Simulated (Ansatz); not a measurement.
C₃H₅F, SMILES `C/C=C\F`, relaxed with RKS PBE-D4/def2-SVP in Ansatz 0.2.0 from a rough embedded geometry. The force threshold is 0.03 eV/Å; the program also tests the step.

The species carries charge 0 and has multiplicity 1.

Start:

```xyz
9

C     0.647   -0.772   -0.484
C     0.275    0.440    0.300
C    -1.010    0.821    0.489
F    -1.985    0.122   -0.006
H     1.309   -0.493   -1.321
H     1.224   -1.450    0.130
H    -0.225   -1.342   -0.874
H     1.069    0.994    0.707
H    -1.304    1.681    1.059
```

| step | energy (eV) | largest force (eV/Å) | largest move (Å) |
| --- | --- | --- | --- |
| 1 | -5897.2727 | 2.622 | 0.000 |
| 2 | -5897.4171 | 1.159 | 0.042 |
| 3 | -5897.4333 | 0.408 | 0.046 |
| 4 | -5897.4400 | 0.424 | 0.037 |
| 5 | -5897.4455 | 0.058 | 0.011 |
| 6 | -5897.4456 | 0.006 | 0.003 |

End:

```xyz
9

C     0.673   -0.791   -0.493
C     0.265    0.420    0.287
C    -1.000    0.815    0.495
F    -2.062    0.141    0.008
H     1.327   -0.518   -1.349
H     1.257   -1.499    0.134
H    -0.209   -1.329   -0.890
H     1.047    1.053    0.737
H    -1.297    1.708    1.071
```

Run time 7.5 s (2 threads of a server CPU on a shared host); peak host memory 0.12 GiB.
